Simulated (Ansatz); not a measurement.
The input, for Ansatz 0.2.0:

```yaml
crystal:
  periodic: [false, false, false]
  atoms:
    - {symbol: Ge, position_ang: [0.000000, -0.032639, 0.021135]}
    - {symbol: H, position_ang: [0.000000, 1.619770, -2.894126]}
    - {symbol: H, position_ang: [0.000000, 0.732481, 1.370997]}
basis:
  gaussian: {orbitals: def2-mTZVP, fitting: {mean_field: def2-universal-jkfit}}
total_charge: 1
magnetization: {spin_polarized: true, initial_magnetization: 1}
correlation: {method: ccsd, electrons: outside_noble_gas}
accuracy: high
```

```sh
$ ansatz run in.yaml --threads 1 --pin off --events-out ev --progress --plain --max-ram 2393MiB
```

Output:

```
302 factors; integrals over basis functions are off by at most 1.4e0 eV
mean field evaluation 1: about -56492.8780 eV, gradient 7.6e0 eV
mean field evaluation 2: about -56493.9128 eV, gradient 3.5e0 eV
mean field evaluation 4: about -56494.1570 eV, gradient 3.3e-1 eV
mean field evaluation 8: about -56494.1602 eV, gradient 1.8e-8 eV
mean field evaluation 16: about -56490.2849 eV, gradient 1.1e1 eV
mean field evaluation 32: about -56494.1597 eV, gradient 6.1e-2 eV
mean field evaluation 64: about -56492.4553 eV, gradient 4.6e-4 eV
mean field evaluation 96: about -56491.7858 eV, gradient 1.8e0 eV
mean field evaluation 128: about -56491.8861 eV, gradient 1.6e0 eV
mean field evaluation 160: about -56491.8064 eV, gradient 1.2e-1 eV
...
cycle  17  -1.88622688 eV  change   -8.1e-9 eV  update   4.2e-8
cycle  18  -1.88622688 eV  change    6.1e-9 eV  update   2.6e-8
cycle  19  -1.88622691 eV  change   -2.8e-8 eV  update   6.4e-8
cycle  20  -1.88622691 eV  change   -4.8e-9 eV  update   3.2e-8
cycle  21  -1.88622691 eV  change    3.0e-9 eV  update   1.4e-8
cycle  22  -1.88622690 eV  change    4.0e-9 eV  update   7.1e-9
cycle  23  -1.88622690 eV  change    2.0e-9 eV  update   4.0e-9
cycle  24  -1.88622690 eV  change   6.7e-10 eV  update   1.9e-9
cycle  25  -1.88622690 eV  change  -4.5e-11 eV  update  8.7e-10
cycle  26  -1.88622690 eV  change  -6.9e-12 eV  update  5.0e-10
Total energy: -56496.04644061 eV, -2076.1914122969 hartree
```

Ran on 1 thread of AMD EPYC, shared host: 7 s wall, 0.18 GiB peak host memory.
